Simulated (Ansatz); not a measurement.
Disilane at its PBE0-D4/def2-TZVP geometry, where that method's forces vanish. The species carries charge 0 and has multiplicity 1.

```xyz
8

Si   -0.6081   -0.4403    0.8964
Si    0.6081    0.4403   -0.8964
H     0.2332   -1.3903    1.6729
H    -1.0533    0.6517    1.8032
H    -1.8083   -1.1647    0.3989
H     1.0563   -0.6520   -1.8013
H     1.8064    1.1678   -0.3987
H    -0.2343    1.3876   -1.6750
```

What forces (eV/Å) does ωB97M-V/def2-TZVPP give on these atoms in Ansatz 0.2.0? (Best estimate.)

Ansatz gave: 
```
Si1 -0.047 -0.034  0.069
Si2  0.047  0.034 -0.069
H3  -0.095  0.109 -0.090
H4   0.051 -0.124 -0.105
H5   0.138  0.083  0.055
H6  -0.052  0.124  0.104
H7  -0.137 -0.084 -0.055
H8   0.095 -0.108  0.090
```
